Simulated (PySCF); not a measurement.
An unknown is described by computed data only.

Formula: CHCl3.

- 1H NMR: chemical shifts (computed TMS as zero) by class: 7.55 (1 H) ppm [GIAO PBE0/pcSseg-1]
- NMR, other nuclei: isotropic shieldings of nuclei other than C and H, by class: 537 (3 Cl) ppm [GIAO PBE0/pcSseg-1]
- Dipole: 1.24 D [PBE0/pcSseg-1]
- Rotational structure: rotational constants A, B, C: 3.297, 3.296, 1.716 GHz [GFN2-xTB]
- 13C NMR: chemical shifts (computed TMS as zero) by class: 105.2 (1 C) ppm [GIAO PBE0/pcSseg-1]

Gas-phase values; electronic properties from PySCF, density fitting. Levels stand in brackets. Isolated species at its GFN2-xTB geometry, gas phase. NMR classes are plain means over equivalent atoms (diastereotopic ones count apart unless rotation or inversion swaps them), as if these changed places fast.

Question: Give a SMILES that accounts for the data.

Answer: Numbering: `[Cl:1][CH:2]([Cl:3])[Cl:4]`. Its formula, CHCl3, gives 0 degrees of unsaturation, so no ring and no π bond. The one carbon: CCl3 carbon [C2] (105.2 ppm). The one hydrogen (7.55 ppm): methine hydrogen. The other shieldings belong to: 537 ppm, chlorine of a CCl3 group [Cl1/Cl3/Cl4]. The optimised geometry has point group C3v and is an oblate symmetric top (the spread among constants that symmetry makes equal is optimisation noise). Structure: `ClC(Cl)Cl` (chloroform). The assignments are read from this structure; whether some other isomer fits the data as well wasn't checked. NMR values of atoms bound to several Cl lack the spin–orbit term that these neighbours bring.
